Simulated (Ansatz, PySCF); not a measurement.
This Ansatz (an electronic-structure program) input computes a PBE0/def2-TZVPD energy:

Ansatz 0.2 input:
```yaml
crystal:
  periodic: [false, false, false]
  atoms:
    - {symbol: P, position_ang: [-0.00000000, -0.00000000, -0.94474959]}
    - {symbol: P, position_ang: [0.00000000, 0.00000000, 0.94474959]}
basis:
  gaussian:
    orbitals: def2-TZVPD
hamiltonian:
  xc: {name: PBE0}
output: {forces: true}
```

Task: Write an input for the same energy in PySCF and say what it gives.

Result: 
```python
from pyscf import gto, scf, dft

mol = gto.M(
    atom='''
    P    -0.00000000   -0.00000000   -0.94474959
    P     0.00000000    0.00000000    0.94474959
    ''',
    basis='def2-tzvpd',
    charge=0,
    spin=0,
    verbose=4,
)

mf = dft.RKS(mol, xc='pbe0').density_fit(auxbasis='def2-universal-jkfit')
mf.grids.level = 3
mf.conv_tol = 1e-9
mf.max_cycle = 100
mf.max_memory = 1500
mf.kernel()
if not mf.converged:
    mf = mf.newton()
    mf.kernel(mf.make_rdm1())
mf.analyze()
```
It gives -682.44861 Eh, and Ansatz -682.44859 Eh, a difference of 0.02 mEh, from the treatment of integrals and grids.
